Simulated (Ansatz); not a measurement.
**CH5 (doublet): from Hartree-Fock to the top rungs at distance C1–H5 along a hydrogen transfer = 1.301 Å, cc-pVTZ**

One table from this session's results is given with a row withheld; the runs are named, their logs left out.

Program: Ansatz 0.2.0, Gaussian basis. Level of theory: cc-pVTZ, core rule «outside noble gas», up to 1 orbitals frozen. These are calculated values, not measurements.

Plan: UHF; CCSD(T) on ROHF; CCSD(T) on UHF; BCCD(T) on ROHF; CISD; CCSDT(Q) on ROHF; CCSDT(Q) on UHF; CASSCF and NEVPT2, 3 electrons in 3 orbitals; CASSCF and NEVPT2, 9 electrons in 9 orbitals.

### What is computed

The geometry derives from fragments relaxed apart (PBE0/def2-TZVP) and kept rigid, so it is no stationary point. A hydrogen atom is moved between rigid fragments.

6 atoms, charge 0, spin multiplicity 2.

Atoms are counted from 1 here; the program's logs count them from 0.

Bond lengths: C1–H2 1.090 Å, C1–H3 1.090 Å, C1–H4 1.090 Å, C1–H5 1.301 Å. Angles: H2–C1–H3 109.5°, H2–C1–H4 109.5°, H2–C1–H5 109.5°, H3–C1–H4 109.5°, H3–C1–H5 109.5°, H4–C1–H5 109.5°.

Set-up of the first run:

Contents of in.yaml:

```yaml
crystal:
  periodic: [false, false, false]
  atoms:
    - {symbol: C, position_ang: [-0.150176, 0.000000, 0.000000]}
    - {symbol: H, position_ang: [-0.513381, 1.027301, 0.000000]}
    - {symbol: H, position_ang: [-0.513381, -0.513650, 0.889668]}
    - {symbol: H, position_ang: [-0.513381, -0.513650, -0.889669]}
    - {symbol: H, position_ang: [1.150824, 0.000000, 0.000000]}
    - {symbol: H, position_ang: [2.178824, 0.000000, 0.000000]}
basis:
  gaussian: {orbitals: cc-pVTZ}
magnetization: {spin_polarized: true, initial_magnetization: 1}
hamiltonian: {xc: hf}
output: {orbitals: {seedname: orbitals}}
```

Command:

```
$ ansatz run in.yaml --threads 1 --pin off --events-out ev --progress --plain --max-ram 2816MiB --backend cpu
```

Among the steps run: UHF; CCSD(T) on ROHF; CCSD(T) on UHF; BCCD(T) on ROHF; CISD; CCSDT(Q) on ROHF; CCSDT(Q) on UHF; CASSCF and NEVPT2, 3 electrons in 3 orbitals; CASSCF and NEVPT2, 9 electrons in 9 orbitals.

One table of the session follows, with a row left open; its other results are not shown here.

It belongs to the step «Misses and costs». 

| method | from UCCSDT(Q) (kJ/mol) |
| --- | --- |
| ROHF | +652.3 |
| UHF | +628.0 |
| RMP2 | +83.2 |
| UMP2 | ? |
| CISD | +56.3 |
| RCCSD | +21.5 |
| UCCSD | +20.7 |
| RCCSD(T) | +1.9 |
| UCCSD(T) | +2.0 |
| BCCD(T) | +1.9 |
| RCCSDT | +0.6 |
| UCCSDT | +0.5 |
| RCCSDT(Q) | +0.1 |
| UCCSDT(Q) | 0 |
| CASSCF pair | +582.3 |
| NEVPT2 pair | +81.8 |
| CASSCF valence | +405.2 |
| NEVPT2 valence | +92.4 |

**Question.** Estimate the row for UMP2.

**Answer.** from UCCSDT(Q) (kJ/mol): +87.8. In the column «from UCCSDT(Q) (kJ/mol)» it lies between RMP2 (+83.2) and NEVPT2 valence (+92.4).

To keep in mind: Restricted and unrestricted rows rest on different reference determinants; where their highest levels disagree by more than a few hundredths of an eV, they describe different states and don't form one ladder.
